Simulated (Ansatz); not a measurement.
Basis-set extrapolation for dichlorosilane (DCS), Cl2H2Si (PBE0-D4/def2-TZVP geometry, frozen core, Ansatz). Multiplicity 1, RHF reference.

|  | def2-TZVPP | def2-QZVPP |
| --- | --- | --- |
| HF | -1209.238262 | -1209.273123 |
| MP2 correlation | -0.500022 | -0.549675 |
| CCSD(T) correlation | -0.567675 | not run |

Energies in hartree. Use E(X) = E(∞) + A·exp(−7.88·√X) for Hartree–Fock and E(X) = E(∞) + B·X^(−2.97) for correlation, with X = 3 and 4, and add CCSD(T) minus MP2 of the smaller set to the MP2 limit.

**Question.** What is the CCSD(T) energy at the basis-set limit?

**Answer.** HF limit: -1209.273123 + (-0.034861) × 0.13774 = -1209.27792. MP2 limit: -0.549675 + (-0.049653) × 0.74074 = -0.58645. Higher-order term: -0.567675 − (-0.500022) = -0.06765. Total: -1209.93202 hartree, 331.0 kJ/mol below CCSD(T)/def2-TZVPP.
